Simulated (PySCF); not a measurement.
Gas-phase reaction: 2 B + 2 Cl₂ + 2 CH₄ ⇌ 2 BHCl₂ + C₂H₆

Energies from PySCF, thermal terms from the rigid-rotor harmonic-oscillator model, ideal gas at 1 bar. † marks an energy on the PBE0/def2-TZVP geometry and frequencies; other levels use their own. CCSD(T) freezes the core. 6-31G* has spherical d functions here. Open shells (unrestricted): B (multiplicity 2); the rest are closed-shell singlets. Spin-orbit splitting is ignored; it lowers the true energy and changes the entropy of B. B3LYP is the form with VWN-RPA correlation. CCSD(T) isn't extrapolated to the basis-set limit.

CCSD(T)/def2-TZVPP† gives ΔH°(298 K) = -1562 kJ.

### Question
What do B3LYP/6-31G*, ωB97X-V/def2-TZVP†, PBE/def2-TZVP† give?

### Answer
B3LYP/6-31G*: -1628 kJ; ωB97X-V/def2-TZVP†: -1607 kJ; PBE/def2-TZVP†: -1611 kJ. For scale, ΔH°(298 K) is -1562 kJ at this level, -1606 kJ at ωB97M-V/def2-TZVP†, and runs from -1904 to -1436 kJ over the 20 levels computed.
